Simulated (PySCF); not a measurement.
**How methods differ on the ionisation energy of B**

B [He] 2s2 2p1 (2P) → B+ [He] 2s2 (1S), as a difference of total energies. All numbers are calculated (PySCF 2.14, no relativity, point nucleus, in cc-pVDZ (3s2p1d, 14 functions)). Correlated levels: valence: 1s2 frozen. The calculations carry no spin-orbit coupling.

| method | ionisation energy (eV) | error (eV) |
| --- | --- | --- |
| UHF | 8.038 | -0.259 |
| LDA | 8.643 | +0.346 |
| BP86 | 8.767 | +0.470 |
| MP2 (valence) | 8.148 | -0.149 |
| SCS-MP2 (valence) | 8.112 | -0.185 |
| CCSD (valence) | 8.041 | -0.256 |
| CCSD(T) (valence) | 8.063 | -0.234 |

Reference: 8.297 eV (measured; NIST levels, between the centres of gravity of the two terms).

Errors of the correlated levels include the incompleteness of this basis and the frozen core.

The coupled-cluster amplitudes are large for B+ (T1 above 0.03 or a double amplitude above 0.15), so a single reference is strained.
